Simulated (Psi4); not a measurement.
**BSiH5 (boranylsilane): PBE/def2-TZVP**

Aim: the energy change on altering one bond length of BSiH5 (boranylsilane) at PBE/def2-TZVP, from 2 runs. The job is set up through a Python script.

The calculation is run with Psi4 1.11.

### 1 The system as given

The species is BSiH5 (7 atoms), meant as a singlet with charge 0. As SMILES, `B[SiH3]`. Geometry: relaxed at PBE0-D4/def2-TZVP.

Bond lengths: B1–Si2 2.010 Å, B1–H3 1.196 Å, B1–H4 1.195 Å, Si2–H5 1.492 Å, Si2–H6 1.492 Å, Si2–H7 1.487 Å. Angles: B1–Si2–H5 108.8°, B1–Si2–H6 108.8°, B1–Si2–H7 115.1°, Si2–B1–H3 118.9°, Si2–B1–H4 123.6°, H5–Si2–H6 107.3°, H5–Si2–H7 108.3°, H6–Si2–H7 108.3°, H3–B1–H4 117.5°.

### 2 Energy and forces at PBE/def2-TZVP

bh5si.py

```python
import psi4

psi4.set_memory(2200000000)
psi4.set_num_threads(1)
psi4.set_output_file('psi4.out', False)

m = psi4.geometry("""
B
Si 1 2.009933
H 1 1.19642 2 118.94554
H 1 1.194994 3 117.45115 2 -179.99763
H 2 1.492369 1 108.78924 4 121.71038
H 2 1.492263 5 107.3331 1 -117.54871
H 2 1.487359 6 108.28026 5 116.68502
symmetry c1
no_reorient
no_com
""")

options = {'basis': 'def2-TZVP', 'puream': True, 'e_convergence': 1e-09, 'd_convergence': 1e-08, 'scf_type': 'pk', 'dft_radial_points': 99, 'dft_spherical_points': 590}
psi4.set_options(options)

E, wfn = psi4.gradient("pbe", molecule=m, return_wfn=True)
psi4.oeprop(wfn, "MULLIKEN_CHARGES", "DIPOLE", "WIBERG_LOWDIN_INDICES")
print('gradient / Eh bohr^-1')
print(E.np.round(6))
print(f'energy = {wfn.energy():.10f} Eh')
for k, v in sorted(psi4.core.scalar_variables().items()):
    print(f'{k:45s} {v:18.10f}')
```

The run is started by

```
python bh5si.py
```

psi4.out:

```text
[...]
  Running in c1 symmetry.
[...]
  Nuclear repulsion =   47.564449245815545
[...]
  Multiplicity = 1
[...]
  Nalpha       = 12
  Nbeta        = 12
[...]
    Number of basis functions: 98
[...]
   @RKS iter   1:  -316.94777632409443   -4.07788e-01   5.08380e-03 DIIS/ADIIS
[...]
   @RKS iter  10:  -317.09708993042625   -1.12550e-11   9.19231e-09 DIIS
[...]
  @RKS Final Energy:  -317.09708993042625
   => Energetics <=
    Nuclear Repulsion Energy =             47.5644492458155455
    One-Electron Energy =                -531.5882780493228665
    Two-Electron Energy =                 193.4890587563311897
    DFT Exchange-Correlation Energy =     -26.5623198832501153
    Empirical Dispersion Energy =           0.0000000000000000
    VV10 Nonlocal Energy =                  0.0000000000000000
    Total Energy =                       -317.0970899304262502
[...]
  -Total Gradient:
     Atom            X                  Y                   Z
    ------   -----------------  -----------------  -----------------
       1       -0.000004501558    -0.000240733429    -0.002375286574
       2       -0.000031830993     0.001406423619     0.003293486807
       3        0.000002128817    -0.002481818512     0.001409275328
       4        0.000001605078     0.002391764412     0.001567686881
       5       -0.002410165622    -0.001819343279    -0.001135250542
       6        0.002441687053    -0.001833747551    -0.001147680198
       7        0.000001079344     0.002577534708    -0.001611952195
[...]
 Multipole Moments:
 ------------------------------------------------------------------------------------
     Multipole            Electronic (a.u.)      Nuclear  (a.u.)        Total (a.u.)
 ------------------------------------------------------------------------------------
 L = 1.  Multiply by 2.5417464519 to convert [e a0] to [Debye]
 Dipole X            :         -0.0001094            0.0000434           -0.0000660
 Dipole Y            :         -0.1669933            0.1610882           -0.0059051
 Dipole Z            :         -0.7953488            0.6811895           -0.1141593
 Magnitude           :                                                    0.1143119
[...]
  Mulliken Charges: (a.u.)
   Center  Symbol    Alpha    Beta     Spin     Total
       1     B     2.50919  2.50919  0.00000 -0.01838
       2    SI     7.00087  7.00087  0.00000 -0.00174
       3     H     0.48196  0.48196  0.00000  0.03607
       4     H     0.48070  0.48070  0.00000  0.03861
       5     H     0.50775  0.50775  0.00000 -0.01550
       6     H     0.50774  0.50774  0.00000 -0.01549
       7     H     0.51178  0.51178  0.00000 -0.02357
   Total alpha = 12.00000, Total beta = 12.00000, Total charge =  0.00000
  Wiberg Bond Indices using Orthogonal Lowdin Orbitals:
[...]
```

Standard output:

```text
gradient / Eh bohr^-1
[[-5.000e-06 -2.410e-04 -2.375e-03]
 [-3.200e-05  1.406e-03  3.293e-03]
 [ 2.000e-06 -2.482e-03  1.409e-03]
 [ 2.000e-06  2.392e-03  1.568e-03]
 [-2.410e-03 -1.819e-03 -1.135e-03]
 [ 2.442e-03 -1.834e-03 -1.148e-03]
 [ 1.000e-06  2.578e-03 -1.612e-03]]
energy = -317.0970899304 Eh
CURRENT ENERGY                                   -317.0970899304
CURRENT REFERENCE ENERGY                         -317.0970899304
DD SOLVATION ENERGY                                 0.0000000000
DFT FUNCTIONAL TOTAL ENERGY                      -317.0970899304
DFT TOTAL ENERGY                                 -317.0970899304
DFT VV10 ENERGY                                     0.0000000000
DFT XC ENERGY                                     -26.5623198833
GRID ELECTRONS ALPHA                               11.9999999625
GRID ELECTRONS BETA                                11.9999999625
GRID ELECTRONS TOTAL                               23.9999999250
NUCLEAR REPULSION ENERGY                           47.5644492458
ONE-ELECTRON ENERGY                              -531.5882780493
PCM POLARIZATION ENERGY                             0.0000000000
PE ENERGY                                           0.0000000000
SCF ITERATION ENERGY                             -317.0970899304
SCF ITERATIONS                                     10.0000000000
SCF TOTAL ENERGY                                 -317.0970899304
TWO-ELECTRON ENERGY                               193.4890587563
XC GRID RADIAL POINTS                              99.0000000000
XC GRID SPHERICAL POINTS                          590.0000000000
XC GRID TOTAL POINTS                           391229.0000000000
```

It took 14 s on 1 thread of AMD EPYC 9B45 (Zen 5), shared host; peak memory 0.9 GiB.

### 3 The distorted shape: a single-point energy at PBE/def2-TZVP

job.py

```python
import psi4

psi4.set_memory('2200 MB')
psi4.set_num_threads(1)
psi4.set_output_file('output.dat', False)

molecule = psi4.geometry("""
0 1
B
Si 1 2.009933
H 1 1.19642 2 118.94554
H 1 1.194994 3 117.45115 2 -179.99763
H 2 1.492369 1 108.78924 4 121.71038
H 2 1.492263 5 107.3331 1 -117.54871
H 2 1.7105 6 108.28026 5 116.68504
symmetry c1
no_reorient
no_com
""")

options = {'puream': True, 'e_convergence': 1e-09, 'd_convergence': 1e-08, 'scf_type': 'pk', 'dft_radial_points': 99, 'dft_spherical_points': 590}
psi4.set_options(options)

energy_value, wavefunction = psi4.energy("pbe/def2-TZVP", return_wfn=True)
psi4.oeprop(wavefunction, "WIBERG_LOWDIN_INDICES", "QUADRUPOLE", "DIPOLE")
print(f'total energy {energy_value:.8f} hartree = {energy_value * 27.211386:.5f} eV')
for k, v in sorted(psi4.core.scalar_variables().items()):
    print(f'{k:45s} {v:18.10f}')
```

The run is started by

```
python job.py
```

output.dat:

```text
[...]
  Running in c1 symmetry.
[...]
  Nuclear repulsion =   46.820992871839437
[...]
  Multiplicity = 1
[...]
  Nalpha       = 12
  Nbeta        = 12
[...]
    Number of basis functions: 98
[...]
   @RKS iter   1:  -316.93711699753828   -4.37076e-01   5.05488e-03 ADIIS/DIIS
[...]
   @RKS iter  10:  -317.08664763595527   -7.46923e-11   8.41544e-09 DIIS
[...]
    Orbital Energies [Eh]
    ---------------------
    Doubly Occupied:
       1A    -65.400805     2A     -6.533259     3A     -5.048273
       4A     -3.458694     5A     -3.458206     6A     -3.457007
       7A     -0.502968     8A     -0.430654     9A     -0.326883
      10A     -0.315814    11A     -0.283601    12A     -0.267728
[...]
  @RKS Final Energy:  -317.08664763595527
   => Energetics <=
    Nuclear Repulsion Energy =             46.8209928718394366
    One-Electron Energy =                -530.0070232281349263
    Two-Electron Energy =                 192.6154434212534454
    DFT Exchange-Correlation Energy =     -26.5160607009133003
    Empirical Dispersion Energy =           0.0000000000000000
    VV10 Nonlocal Energy =                  0.0000000000000000
    Total Energy =                       -317.0866476359552735
[...]
 Multipole Moments:
 ------------------------------------------------------------------------------------
     Multipole            Electronic (a.u.)      Nuclear  (a.u.)        Total (a.u.)
 ------------------------------------------------------------------------------------
 L = 1.  Multiply by 2.5417464519 to convert [e a0] to [Debye]
 Dipole X            :         -0.0002274            0.0001183           -0.0001091
 Dipole Y            :          0.1161985           -0.0109578            0.1052407
 Dipole Z            :         -0.9454559            0.7618233           -0.1836326
 Magnitude           :                                                    0.2116520
 L = 2.  Multiply by 1.3450342976 to convert [e a0^2] to [Debye ang]
 Quadrupole XX       :        -26.7927029           10.3221317          -16.4705712
 Quadrupole XY       :          0.0009708           -0.0008824            0.0000884
[...]
```

The script printed:

```text
total energy -317.08664764 hartree = -8628.36716 eV
CURRENT ENERGY                                   -317.0866476360
CURRENT REFERENCE ENERGY                         -317.0866476360
DD SOLVATION ENERGY                                 0.0000000000
DFT FUNCTIONAL TOTAL ENERGY                      -317.0866476360
DFT TOTAL ENERGY                                 -317.0866476360
DFT VV10 ENERGY                                     0.0000000000
DFT XC ENERGY                                     -26.5160607009
GRID ELECTRONS ALPHA                               12.0000000419
GRID ELECTRONS BETA                                12.0000000419
GRID ELECTRONS TOTAL                               24.0000000839
NUCLEAR REPULSION ENERGY                           46.8209928718
ONE-ELECTRON ENERGY                              -530.0070232281
PCM POLARIZATION ENERGY                             0.0000000000
PE ENERGY                                           0.0000000000
SCF ITERATION ENERGY                             -317.0866476360
SCF ITERATIONS                                     10.0000000000
SCF TOTAL ENERGY                                 -317.0866476360
TWO-ELECTRON ENERGY                               192.6154434213
XC GRID RADIAL POINTS                              99.0000000000
XC GRID SPHERICAL POINTS                          590.0000000000
XC GRID TOTAL POINTS                           391487.0000000000
```

Wall time 11 s (1 thread of AMD EPYC 9B45 (Zen 5), shared host); peak memory 0.9 GiB.

### 4 What came out

Level: PBE/def2-TZVP.

```
                                                          quantity          value
                                         first shape: total energy  -317.09709 Eh
                                        first shape: dipole moment         0.29 D
                                          first shape: HOMO energy       -7.25 eV
                                          first shape: LUMO energy       -3.51 eV
                                        first shape: HOMO–LUMO gap        3.74 eV
                             first shape: largest force on an atom     0.184 eV/Å
                                     distorted shape: total energy  -317.08665 Eh
                                    distorted shape: dipole moment         0.54 D
                                      distorted shape: HOMO energy       -7.29 eV
                                      distorted shape: LUMO energy       -3.57 eV
                                    distorted shape: HOMO–LUMO gap        3.71 eV
energy change with the Si2–H7 bond stretched from 1.487 to 1.711 Å       0.284 eV
```

**Reading.** With the Si2–H7 bond stretched from 1.487 to 1.711 Å the energy rises by 0.28 eV (6.6 kcal/mol). The first shape isn't relaxed at this level, so the change isn't measured from a minimum.
